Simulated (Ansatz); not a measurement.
in.yaml

```yaml
crystal:
  periodic: [false, false, false]
  atoms:
    - {symbol: C, position_ang: [0.000000, 0.000000, 0.000000]}
    - {symbol: Ga, position_ang: [0.000000, 0.000000, 1.887000]}
basis:
  gaussian: {orbitals: aug-cc-pVDZ}
magnetization: {spin_polarized: false, initial_magnetization: 3}
correlation: {method: ccsd_t, electrons: outside_noble_gas}
output: {forces: true}
```

```sh
$ ansatz run in.yaml --threads 1 --pin off --events-out ev --progress --plain --max-ram 2393MiB
```

Log:

```
650 factors; integrals over basis functions are off by at most 6.5e-4 eV
mean field evaluation 1: about -53359.0036 eV, gradient 9.8e0 eV
mean field evaluation 2: about -53359.0060 eV, gradient 9.8e0 eV
mean field evaluation 4: about -53359.9261 eV, gradient 3.0e0 eV
mean field evaluation 8: about -53360.2393 eV, gradient 3.4e-1 eV
mean field evaluation 16: about -53359.4851 eV, gradient 7.1e0 eV
mean field evaluation 32: about -53356.7783 eV, gradient 1.9e-6 eV
mean field evaluation 64: about -53360.2425 eV, gradient 2.9e-1 eV
mean field evaluation 96: about -53356.7783 eV, gradient 1.1e-3 eV
mean field evaluation 128: about -53355.6294 eV, gradient 2.1e-3 eV
mean field evaluation 160: about -53354.0600 eV, gradient 2.1e1 eV
mean field evaluation 192: about -53353.1466 eV, gradient 3.9e-3 eV
mean field evaluation 224: about -53356.1858 eV, gradient 3.2e-1 eV
mean field evaluation 256: about -53355.6266 eV, gradient 5.6e-1 eV
mean field evaluation 288: about -53353.8936 eV, gradient 2.1e-1 eV
mean field -53360.24361321 eV, -1960.9527839133 hartree, gradient 1.2e-6 eV, S^2 3.750000; 5 other end points of the search recorded, 0 dependent functions left out
mean field evaluation 320: about -53360.3170 eV, gradient 1.6e-1 eV
determinant -53360.24361321 eV, -1960.9527839133 hartree, with singles and doubles -53364.07125085 eV, -1961.0934470022 hartree
determinant -53356.77831358 eV, -1960.8254365008 hartree, with singles and doubles -53361.15993025 eV, -1960.9864579435 hartree
15 core orbitals not correlated: weight in the atoms' cores, before any rotation towards them, 0.987 or more for the frozen orbitals, at most 0.011 for the correlated occupied ones
reference -53360.24361321 eV, -1960.9527839133 hartree; 5, 2 occupied and 39, 42 virtual orbitals, 650 factors
second order -2.93677672 eV of doubles, -0.04328954 eV of singles
cycle   1  -3.83335096 eV  change   -1.6e-1 eV  update   2.8e-2
cycle   2  -3.85110712 eV  change   -1.8e-2 eV  update   1.0e-2
cycle   3  -3.86088918 eV  change   -9.8e-3 eV  update   5.3e-3
cycle   4  -3.86606457 eV  change   -5.2e-3 eV  update   2.8e-3
cycle   5  -3.86880872 eV  change   -2.7e-3 eV  update   1.4e-3
cycle   6  -3.87023403 eV  change   -1.4e-3 eV  update   6.4e-4
cycle   7  -3.87065631 eV  change   -4.2e-4 eV  update   2.6e-4
cycle   8  -3.87079041 eV  change   -1.3e-4 eV  update   1.0e-4
cycle   9  -3.87082929 eV  change   -3.9e-5 eV  update   4.4e-5
cycle  10  -3.87084086 eV  change   -1.2e-5 eV  update   2.0e-5
cycle  11  -3.87084516 eV  change   -4.3e-6 eV  update   8.7e-6
cycle  12  -3.87084522 eV  change   -5.8e-8 eV  update   3.7e-6
cycle  13  -3.87084561 eV  change   -3.9e-7 eV  update   1.6e-6
perturbative correction -0.14185123 eV, -0.0052129364 hartree
the calculation of the forces begins
Total energy: -53364.25631005 eV, -1961.1002478023 hartree
Atom 0 at     0.000000     0.000000     0.000000 Å, force    -0.000000    -0.000000    -2.490308 eV/Å
Atom 1 at     0.000000     0.000000     1.887000 Å, force     0.000000     0.000000     2.490308 eV/Å
Dipole moment:    -0.000000     0.000000     0.339361 e Å
```

Forces (eV/Å):
```
C    0.000  0.000 -2.490
Ga   0.000  0.000  2.490
```

The T1 diagnostic is 0.057.

Ran on 1 thread of Intel Xeon, shared host: 32 s wall, 0.2 GiB peak host memory.
